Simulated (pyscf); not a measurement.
This saddle point was located with ωB97X-D3(BJ)/def2-SVP in PySCF.

```xyz
9

Ge    -1.5450    -1.0531     0.2170
H     -0.6727     0.1951    -0.3396
H     -1.1833    -2.3328    -0.5570
H     -3.0460    -0.7664     0.0369
H     -1.2530    -1.2725     1.7117
C      0.2307     1.4869    -0.9154
H      1.2455     1.1287    -0.7158
H     -0.0869     1.5049    -1.9627
H     -0.1401     2.2940    -0.2757
```
Charge 0, spin multiplicity 2.

Surface: doublet, charge 0. Lowest wavenumbers (cm⁻¹): 637i, 13, 185, 185, 482.

Question: Which two sides does it connect, and which bonds change?

Answer: `[GeH4]` + `[CH3]` [doublet] <-> `[GeH3]` [doublet] + `[CH4]`, a hydrogen abstraction read from left to right: Ge–H broken and C–H formed. At CCSD(T)/def2-TZVPP + ΔMP2(QZVPP) it lies +25.2 kJ/mol from the left side and +114.9 kJ/mol from the right (each side as separated species at their lowest minima found). This is the saddle that the search found; another between the same sides may lie lower. The angle at the transferred H is 180°. The CCSD(T) − MP2 part came from Ansatz, without density fitting, on the same reference. The frozen core leaves the outer d or s,p core shells of the metals and heavy elements correlated in the MP2 and CC values, and def2-TZVPP describes them poorly, which can shift differences by a few kcal/mol. Elements up to Kr have no core potential and no relativistic terms here.
